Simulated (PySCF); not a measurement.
C₃H₈O.
InChI=1S/C3H8O/c1-3-4-2/h3H2,1-2H3

The calculation used TDDFT PBE0/def2-SVPD, vertical, gas phase, core orbitals frozen in the response in PySCF. The structure is a single GFN2-xTB conformer in the gas phase; no vibrational or solvent corrections. Torsions of this conformer, `[CH3:1][CH2:2][O:3][CH3:4]`: C1–C2–O3–C4 -69°.

Computed states:

```
state  E (eV)       f
   S1    6.96   0.014
   S2    7.73  0.0036
   S3    7.85   0.039
   S4    8.21   0.050
   S5    8.41  0.0027
   S6    8.50   0.012
   S7    9.08   0.012
   S8    9.16  0.0046
```

Each state is given a Gaussian of 0.5 eV full width at half maximum, with ε(max) = 2.175×10⁸ f / Δν̃ (Δν̃ the width in cm⁻¹). The cross-section is σ = 3.8235×10⁻²¹ ε cm², given in Mb (10⁻¹⁸ cm²). The width is an assumption, not a result. The curve ends short of the highest state used, and states not computed would add to its high-energy end.

**Question.** What does the envelope look like, and where are its maxima?

**Answer.** 
λ (nm), σ (Mb) and a bar:
```
    144.8       5.40 ############
    146.3       7.72 #################
    147.9      10.32 ######################
    149.5      12.45 ###########################
    151.0      13.63 #############################
    152.6      13.95 ##############################
    154.2      13.59 #############################
    155.8      12.82 ############################
    157.3      11.77 #########################
    158.9      10.24 ######################
    160.5       8.29 ##################
    162.0       6.29 ##############
    163.6       4.29 #########
    165.2       2.72 ######
    166.8       1.69 ####
    168.3       1.22 ###
    169.9       1.15 ##
    171.5       1.40 ###
    173.0       1.81 ####
    174.6       2.28 #####
    176.2       2.66 ######
    177.8       2.83 ######
    179.3       2.79 ######
    180.9       2.52 #####
    182.5       2.11 #####
    184.0       1.67 ####
    185.6       1.21 ###
    187.2       0.83 ##
    188.8       0.53 #
    190.3       0.33 #
    191.9       0.19 
    193.5       0.10 
    195.0       0.05 
    196.6       0.03 
    198.2       0.01 
    199.8       0.01
```

Maxima: 178 nm (6.96 eV), ε about 740, made up of S1 (100%); 152 nm (8.13 eV), ε about 3700, made up of S3 (23%) and S4 (70%) (ε in L mol⁻¹ cm⁻¹; maxima over ε = 5, shares over 10%).

**Question.** On this curve, what absorbance would a 10⁻⁴ mol/L sample give at 193 nm over a 1 cm path?

**Answer.** 193 nm is 6.424 eV, where ε is about 32 L mol⁻¹ cm⁻¹, so A = ε c l ≈ 0.0032 (Beer–Lambert, with the gas-phase spectrum and the assumed width).

**Question.** Coming from long wavelengths, where does ε first pass 100 L mol⁻¹ cm⁻¹?

**Answer.** At about 190 nm (6.53 eV), 0.42 eV below S1.

**Question.** What would ε be at 8.13 eV, the highest of these maxima, with half the width (0.25 eV)?

**Answer.** About 4320 L mol⁻¹ cm⁻¹ against 3650, a factor of about 1.2; a lone state at its own centre would give exactly 2.

Time: 11 s wall. Hardware: one thread, Arm Neoverse V1, shared host.
